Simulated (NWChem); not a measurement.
Program: NWChem. System: C₂H₅O, charge 0, spin multiplicity 2, at a geometry optimised with UPBE/def2-SVP. The structure started from a generated list of species. Its SCF solution wasn't tested for a lower state. Level: UMP2/def2-SVPD, 3 core orbitals frozen.

Job file:

```
start mol
memory heap 200 mb stack 900 mb global 1100 mb
geometry units angstroms nocenter noautoz
  C     -1.183878     0.252963     0.000000
  C      0.342079     0.357036     0.000000
  O      1.044934    -0.789082     0.000000
  H     -1.660050     1.254915     0.000000
  H     -1.532779    -0.299922    -0.895297
  H     -1.532779    -0.299922     0.895297
  H      0.708461     0.998795     0.860632
  H      0.708461     0.998795    -0.860632
  symmetry group Cs
end
basis spherical
  * library def2-svpd
end
scf
  uhf
  nopen 1
  maxiter 100
  thresh 1e-7
  semidirect memsize 60000000 filesize 0
  # guess.movecs holds the orbitals of an unrestricted PBE0 run
  vectors input guess.movecs output mol.movecs
end
mp2
  freeze core 3
end
task mp2 energy
```

Output (cleaned and shortened):

```
             Northwest Computational Chemistry Package (NWChem) 7.3.0
             --------------------------------------------------------

                                NWChem Input Module
                                -------------------

 Scaling coordinates for geometry "geometry" by  1.889725989
 (inverse scale =  0.529177249)

 Turning off AUTOSYM since
 SYMMETRY directive was detected!

                             Geometry "geometry" -> ""
                             -------------------------

 Output coordinates in angstroms (scale by  1.889725989 to convert to a.u.)

  No.       Tag          Charge          X              Y              Z
 ---- ---------------- ---------- -------------- -------------- --------------
    1 C                    6.0000    -1.18387800     0.25296300     0.00000000
    2 C                    6.0000     0.34207900     0.35703600     0.00000000
    3 O                    8.0000     1.04493400    -0.78908200     0.00000000
    4 H                    1.0000    -1.66005000     1.25491500     0.00000000
    5 H                    1.0000    -1.53277900    -0.29992200    -0.89529700
    6 H                    1.0000    -1.53277900    -0.29992200     0.89529700
    7 H                    1.0000     0.70846100     0.99879500     0.86063200
    8 H                    1.0000     0.70846100     0.99879500    -0.86063200

 Effective nuclear repulsion energy (a.u.)      73.9619805690

            Nuclear Dipole moment (a.u.)
            ----------------------------
        X                 Y               Z
 ---------------- ---------------- ----------------
    -0.0000151178    -0.0000018897     0.0000000000

      Symmetry information
      --------------------

 Group name             Cs
 Group number              2
 Group order               2
 No. of unique centers     6

      Symmetry unique atoms

     1    2    3    4    5    7


 Summary of "ao basis" -> "" (spherical)
 ------------------------------------------------------------------------------
       Tag                 Description            Shells   Functions and Types
[...]
  AO/Fock/Back tols     =   1.0D-09  1.0D-09  1.0D-09

 GA uses MA = F    GA memory limited = T

 Available:
  local mem=  1.26D+08
 global mem=  1.44D+08
 local disk=  0.00D+00
  mp2_memr nvloc                    90
  nvloc new                    90
   1 passes of  10:        3145728                      44592                  16395337.
   1 passes of  10: M    126153338           G      144157982           F     123007610.

 Semi-direct pass number   1 of   1  for UHF alpha       at        2.8s
  vrange nnbf                  5352
  mp2_eaftype                    62  avail_ma_in_mb                  1099
 EAF : mp2_eaftype filesize          62    8197669.
  mp2_eaf for mointskh                     62
Node 0 wrote     38.5 Mb in      0.0 s     Agg I/O rate:  2661.1 Mb/s
 Done moints_semi at        4.5s
  mp2_eaftype                    62  avail_ma_in_mb                  1037
 EAF : mp2_eaftype filesize          62    8197669.
  mp2_eaf for kh                    62
 Done maket at        4.7s
 Done multipass loop at        4.7s

 GA uses MA = F    GA memory limited = T

 Available:
  local mem=  1.26D+08
 global mem=  1.44D+08
 local disk=  0.00D+00
  mp2_memr nvloc                    91
  nvloc new                    91
   1 passes of   9:        3145728                      42526                  14921396.
   1 passes of   9: M    126153338           G      144157982           F     123007610.

 Semi-direct pass number   1 of   1  for UHF beta        at        4.7s
  vrange nnbf                  5352
  mp2_eaftype                    56  avail_ma_in_mb                  1099
 EAF : mp2_eaftype filesize          56    7460698.
  mp2_eaf for mointskh                     56
Node 0 wrote     35.1 Mb in      0.0 s     Agg I/O rate:  2563.6 Mb/s
 Done moints_semi at        6.3s
  mp2_eaftype                    56  avail_ma_in_mb                  1043
 EAF : mp2_eaftype filesize          56    7460698.
  mp2_eaf for kh                    56
 Done maket at        6.4s
 Done multipass loop at        6.4s

          -------------------------------------------
          SCF energy                -153.349198391736
          Correlation energy          -0.450464395883
          Singlet pairs                0.000000000000
          Triplet pairs                0.000000000000
          Total MP2 energy          -153.799662787619
          -------------------------------------------

          ---------------------------------------------------
                    Spin Component Scaled (SCS) MP2
          Same spin pairs                     -0.105009073274
          Same spin scaling factor             0.333333333333
          Opposite spin pairs                 -0.345455322608
          Opposite spin scaling fact.          1.200000000000
          SCS-MP2 correlation energy          -0.449549411555
          Total SCS-MP2 energy              -153.798747803291
          ---------------------------------------------------

 -----------------------
 Performance information
 -----------------------

 Timer overhead =  1.70D-07 seconds/call

               Nr. of calls         CPU time (s)                 Wall time (s)                GFlops
             ---------------    -------------------     ------------------------------   -------------------
Name         Min   Avg   Max    Min     Avg     Max     Min     Avg     Max   Mx/calls   Min     Max     Sum
mp2: moin     2     2     2    3.3     3.3     3.3      3.3     3.3     3.3     1.7      0.0     0.0     0.0
mp2: make     2     2     2   0.30    0.30    0.30     0.30    0.30    0.30    0.15      0.0     0.0     0.0
mp2: tota     1     1     1    3.7     3.7     3.7      3.7     3.7     3.7     3.7      0.0     0.0     0.0

 The average no. of pstat calls per process was 5.00D+00
 with a timing overhead of 8.51D-07s

 Task  times  cpu:        6.4s     wall:        6.4s

 Total times  cpu:        6.4s     wall:        6.4s
```
